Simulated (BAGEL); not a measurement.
**BSiH5Cl− (SMILES [BH3-][SiH2]Cl) at HF/STO-3G (density fitting with qzvpp-jkfit)**

Aim: the energy change on altering one bond length of BSiH5Cl− at HF/STO-3G (density fitting with qzvpp-jkfit), from 2 runs. 

The results are computed with BAGEL 1.2.2.

2 further runs of the same task are left out: 1 that didn't finish, 1 set aside as unsound or not needed.

### 1 The structure to begin with

BSiH5Cl− has 8 atoms, charge -1, and is taken as a singlet. As SMILES, `[BH3-][SiH2]Cl`. The shape is that of a GFN2-xTB optimisation.

Bond lengths: B1–Si2 1.964 Å, Si2–Cl3 2.144 Å, B1–H4 1.217 Å, B1–H5 1.217 Å, B1–H6 1.227 Å, Si2–H7 1.493 Å, Si2–H8 1.494 Å. Some angles: B1–Si2–Cl3 119.7°, B1–Si2–H7 121.7°, B1–Si2–H8 121.7°, Cl3–Si2–H7 94.9°, Cl3–Si2–H8 94.9°, Si2–B1–H4 112.3°, Si2–B1–H5 112.4°, Si2–B1–H6 105.9°, H7–Si2–H8 97.4°, H4–B1–H5 109.2°.

### 2 A single-point energy at HF/STO-3G (density fitting with qzvpp-jkfit)

input.json reads:

```json
{ "bagel" : [

{
  "title" : "molecule",
  "basis" : "sto-3g",
  "df_basis" : "qzvpp-jkfit",
  "angstrom" : true,
  "geometry" : [
    { "atom" : "B", "xyz" : [       0.867510,       0.762590,       0.000560 ] },
    { "atom" : "Si", "xyz" : [      -0.677200,      -0.448850,       0.041550 ] },
    { "atom" : "Cl", "xyz" : [      -0.450770,      -2.482050,      -0.598760 ] },
    { "atom" : "H", "xyz" : [       1.298070,       0.924190,      -1.126120 ] },
    { "atom" : "H", "xyz" : [       1.771250,       0.386630,       0.723660 ] },
    { "atom" : "H", "xyz" : [       0.460270,       1.842490,       0.418370 ] },
    { "atom" : "H", "xyz" : [      -1.370130,      -0.792710,       1.318910 ] },
    { "atom" : "H", "xyz" : [      -1.899000,      -0.192280,      -0.778170 ] }
  ]
},

{ "title" : "hf", "charge" : -1 },

{ "title" : "print", "file" : "orbitals.molden", "orbitals" : true }

]}
```

Run with:

```sh
$ BAGEL_NUM_THREADS=1 BAGEL input.json > input.out
```

Output:

```text
* using 1 threads per process

  ===============================================================
  ===============================================================

  *** Geometry ***

  { "atom" : "B", "xyz" : [      1.639356,      1.441086,      0.001058 ] },
  { "atom" : "Si", "xyz" : [     -1.279723,     -0.848204,      0.078518 ] },
  { "atom" : "Cl", "xyz" : [     -0.851832,     -4.690395,     -1.131492 ] },
  { "atom" : "H", "xyz" : [      2.452997,      1.746466,     -2.128058 ] },
  { "atom" : "H", "xyz" : [      3.347177,      0.730625,      1.367519 ] },
  { "atom" : "H", "xyz" : [      0.869784,      3.481801,      0.790605 ] },
  { "atom" : "H", "xyz" : [     -2.589170,     -1.498005,      2.492379 ] },
  { "atom" : "H", "xyz" : [     -3.588590,     -0.363357,     -1.470528 ] },

  Number of auxiliary basis functions:      421

  Since a DF basis is specified, we compute 2- and 3-index integrals:
    o Being stored without compression. Storage requirement is 0.003 GB

  Number of basis functions:       28
  Number of electrons      :       41

    * METHOD: MOLECULE                             0.12

  *** RHF ***

  === Nuclear Repulsion ===
   132.0496755985

      * DIIS with orbital gradients will be used.

  === RHF iteration (sto-3g) ===
      0       -767.40587137          0.00945662           0.02
      1       -767.44240795          0.00203858           0.02
      2       -767.44404424          0.00040132           0.02
      3       -767.44411606          0.00003505           0.02
      4       -767.44411655          0.00000705           0.02
      5       -767.44411657          0.00000156           0.02
      6       -767.44411657          0.00000041           0.02
      7       -767.44411657          0.00000004           0.02
      8       -767.44411657          0.00000001           0.02
    * SCF iteration converged.

    * Permanent dipole moment:
           (    1.272143,     1.083116,    -0.009210) a.u.

    * METHOD: HF                                   0.21

    * METHOD: PRINT                                0.00

  ===============================================================
```

Run time: 0.48 s. Hardware: 1 thread of Arm Neoverse V2, shared host.

### 3 The distorted shape, same level

job.json reads:

```json
{ "bagel" : [

{
  "title" : "molecule",
  "basis" : "sto-3g",
  "df_basis" : "qzvpp-jkfit",
  "angstrom" : true,
  "geometry" : [
    { "atom" : "B", "xyz" : [    2.721134,    2.216296,   -0.048627 ] },
    { "atom" : "Si", "xyz" : [   -0.677200,   -0.448850,    0.041550 ] },
    { "atom" : "Cl", "xyz" : [   -0.450770,   -2.482050,   -0.598760 ] },
    { "atom" : "H", "xyz" : [    3.151694,    2.377896,   -1.175307 ] },
    { "atom" : "H", "xyz" : [    3.624874,    1.840336,    0.674473 ] },
    { "atom" : "H", "xyz" : [    2.313894,    3.296196,    0.369183 ] },
    { "atom" : "H", "xyz" : [   -1.370130,   -0.792710,    1.318910 ] },
    { "atom" : "H", "xyz" : [   -1.899000,   -0.192280,   -0.778170 ] }
  ]
},
{
  "title" : "hf",
  "charge" : -1
},
{
  "title" : "print",
  "file" : "orbitals.molden",
  "orbitals" : true
}

]}
```

Run with:

```sh
$ BAGEL_NUM_THREADS=1 BAGEL job.json > job.out
```

Output:

```text
* using 1 threads per process

  ===============================================================
  ===============================================================

  *** Geometry ***

  { "atom" : "B", "xyz" : [      5.142198,      4.188192,     -0.091892 ] },
  { "atom" : "Si", "xyz" : [     -1.279723,     -0.848204,      0.078518 ] },
  { "atom" : "Cl", "xyz" : [     -0.851832,     -4.690395,     -1.131492 ] },
  { "atom" : "H", "xyz" : [      5.955838,      4.493572,     -2.221008 ] },
  { "atom" : "H", "xyz" : [      6.850019,      3.477731,      1.274569 ] },
  { "atom" : "H", "xyz" : [      4.372626,      6.228908,      0.697655 ] },
  { "atom" : "H", "xyz" : [     -2.589170,     -1.498005,      2.492379 ] },
  { "atom" : "H", "xyz" : [     -3.588590,     -0.363357,     -1.470528 ] },

  Number of auxiliary basis functions:      421

  Since a DF basis is specified, we compute 2- and 3-index integrals:
    o Being stored without compression. Storage requirement is 0.003 GB

  Number of basis functions:       28
  Number of electrons      :       41

    * METHOD: MOLECULE                             0.11

  *** RHF ***

  === Nuclear Repulsion ===
   109.7764355199

      * DIIS with orbital gradients will be used.

  === RHF iteration (sto-3g) ===
      0       -767.22890205          0.00880851           0.02
      1       -767.26080571          0.00243805           0.02
      2       -767.26314410          0.00059876           0.02
      3       -767.26328542          0.00007524           0.02
      4       -767.26328783          0.00001166           0.02
      5       -767.26328796          0.00000345           0.02
      6       -767.26328797          0.00000059           0.02
      7       -767.26328797          0.00000021           0.02
      8       -767.26328797          0.00000003           0.02
      9       -767.26328797          0.00000000           0.02
    * SCF iteration converged.

    * Permanent dipole moment:
           (   -0.901294,    -0.821219,    -0.009502) a.u.

    * METHOD: HF                                   0.22

    * METHOD: PRINT                                0.00

  ===============================================================
```

Run time: 0.5 s. Hardware: 1 thread of Arm Neoverse V2, shared host.

### 4 Summary of results

At HF/STO-3G (density fitting with qzvpp-jkfit):

```
                                                              quantity          value
                                             first shape: total energy  -767.44412 Eh
                                              first shape: HOMO energy       -2.78 eV
                                              first shape: LUMO energy       15.00 eV
    first shape: HOMO–LUMO gap (to an unbound level, set by the basis)       17.78 eV
                                         distorted shape: total energy  -767.26329 Eh
                                          distorted shape: HOMO energy        1.49 eV
                                          distorted shape: LUMO energy        8.26 eV
distorted shape: HOMO–LUMO gap (to an unbound level, set by the basis)        6.77 eV
    energy change with the B1–Si2 bond stretched from 1.964 to 4.320 Å       4.921 eV
```

With the B1–Si2 bond stretched from 1.964 to 4.320 Å the energy rises by 4.92 eV (475 kJ/mol). The first shape isn't relaxed at this level, so the change isn't measured from a minimum. The minimal basis adds a large error of its own. The HOMO (distorted shape) lies at positive energy, 1.49 eV: the electron is unbound at this level or held by a compact basis; values depend on the basis.
